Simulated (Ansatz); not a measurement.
# PHS (triplet): wave-function methods side by side, def2-TZVPP

An exercise on one series of results from a longer session: the logs are not shown, and one member is left open.

Program: Ansatz 0.2.0, Gaussian basis. Level of theory: def2-TZVPP, core rule «outside noble gas», up to 10 orbitals frozen. These are calculated values, not measurements.

The runs, in order: UHF; ROHF; CCSD(T) on UHF.

2 further runs of the same task are left out: 2 set aside as unsound or not needed.

## The system

The geometry is a PBE0/def2-TZVP stationary point (not a proven minimum) of the parent state, kept for this charge and spin.

3 atoms, charge 0, spin multiplicity 3.

Atoms are counted from 1 here; the program's logs count them from 0.

Bond lengths: P1–S2 1.958 Å, S2–H3 1.372 Å. Angles: P1–S2–H3 106.9°.

Geometry (Å):

```xyz
3
HPS
P     0.0000    0.0376    1.0171
S     0.0000   -0.0745   -0.9381
H     0.0000    1.2136   -1.4118
```

Set-up of the first run:

in.yaml

```yaml
crystal:
  periodic: [false, false, false]
  atoms:
    - {symbol: P, position_ang: [0.000000, 0.037619, 1.017124]}
    - {symbol: S, position_ang: [0.000000, -0.074487, -0.938131]}
    - {symbol: H, position_ang: [0.000000, 1.213601, -1.411786]}
basis:
  gaussian: {orbitals: def2-TZVPP}
magnetization: {spin_polarized: true, initial_magnetization: 2}
hamiltonian: {xc: hf}
output: {orbitals: {seedname: orbitals}}
```

Launch:

```sh
> ansatz run in.yaml --threads 1 --pin off --events-out ev --progress --plain --max-ram 2816MiB --backend cpu
```

Among the steps run: UHF; ROHF; CCSD(T) on UHF.

One of the session's tables, all rows but one given; the rest of the session is left out.

It belongs to the step «Misses and costs». 

| method | from UCCSD(T) (meV) |
| --- | --- |
| ROHF | ? |
| UHF | +8990.9 |
| UMP2 | +1385.0 |
| UCCSD | +417.8 |
| UCCSD(T) | 0 |

Estimate the missing values for ROHF.

**Answer.** from UCCSD(T) (meV): +9217.4. In the column «from UCCSD(T) (meV)» it is the highest.
